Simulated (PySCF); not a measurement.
System: CH₅N, net charge 1, doublet state. SMILES of the parent species: NC
Structure (B3LYP-D3(BJ)/def2-TZVP (Ansatz) minimum search):
```xyz
7

C     -0.6927     0.1184    -0.0047
N      0.6982    -0.1155    -0.0194
H     -1.2220    -0.6388    -0.5843
H     -0.9195     1.1429    -0.3019
H     -1.0405     0.0103     1.0497
H      1.0819    -1.0542    -0.1339
H      1.3693     0.6379     0.1342
```
Charge +1, spin multiplicity 2.

Dispersion corrections to the total energy (kcal/mol) from the dftd3 and dftd4 libraries through PySCF: D3(BJ) without and D4 with the three-body term, each with the damping fitted for the functional named.

| functional | D3(BJ) | D4 |
|---|---|---|
| HSE06 | -0.87 | ___ |
| BP86 | -2.26 | ___ |
| PBE | -1.66 | -0.93 |
| BLYP | -3.38 | ___ |
| PBE0 | -1.33 | -0.75 |
| B3LYP | -2.71 | -1.48 |
| BHLYP | -1.98 | -0.93 |

### Question
Fill in the missing entries.

### Answer

- HSE06, D4: -0.68
- BP86, D4: -1.14
- BLYP, D4: -2.19
